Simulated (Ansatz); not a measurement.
`C[NH][AlH2]` + NH₃ → `[NH2][AlH2]` + CH₃NH₂ at 400 K and 1 bar (ligand exchange at the Al–N bond).

Isolated molecules relaxed with PBE0-D4/def2-TZVP in Ansatz; ΔE leaves out vibrations. CCSD(T)/CBS adds triple-zeta CCSD(T) − MP2 to the extrapolated MP2 energy (def2 sets, frozen cores). This one scheme is used for every species.

```tsv
species	CCSD(T)/CBS energy (Eh)	H − E (kJ/mol)	S (J/(mol·K))
`C[NH][AlH2]`	-338.38977	203.1	318.3
NH₃	-56.50880	104.2	203.1
`[NH2][AlH2]`	-299.14566	122.0	272.0
CH₃NH₂	-95.75281	185.4	256.0
```

H − E and S are ideal-gas, rigid-rotor, harmonic terms from PBE0-D4/def2-TZVP. 1 Eh = 2625.50 kJ/mol, R = 8.31446 J/(mol·K).

Question: By hand: ΔE, ΔH, ΔS and ΔG.

Answer: ΔE = (-299.14566) + (-95.75281) − (-338.38977) − (-56.50880) = 0.00010 Eh = 0.3 kJ/mol. Δ(H − E) = 122.0 + 185.4 − 203.1 − 104.2 = 0.1, so ΔH = 0.4 kJ/mol. ΔS = 272.0 + 256.0 − 318.3 − 203.1 = 6.6 J/(mol·K). ΔG = 0.4 − 400 × (6.6)/1000 = -2.2 kJ/mol.

Question: By hand: the equilibrium constant, and the temperature at which ΔG would vanish if ΔH and ΔS stayed fixed.

Answer: log₁₀ K = −ΔG/(RT ln 10) = 0.3. ΔG = 0 at ΔH/ΔS = 61 K, though so small a ΔH makes that figure unsure.

TΔS isn't small against ΔH here. The sign of ΔG lies within the doubt. A doubt of 5 kJ/mol in ΔE shifts log₁₀ K by 0.7 here. These are equilibria of isolated gas molecules and say nothing of rates. Largest T1 diagnostic: 0.012 (customary marks: 0.02 for closed shells, 0.045 for open ones).
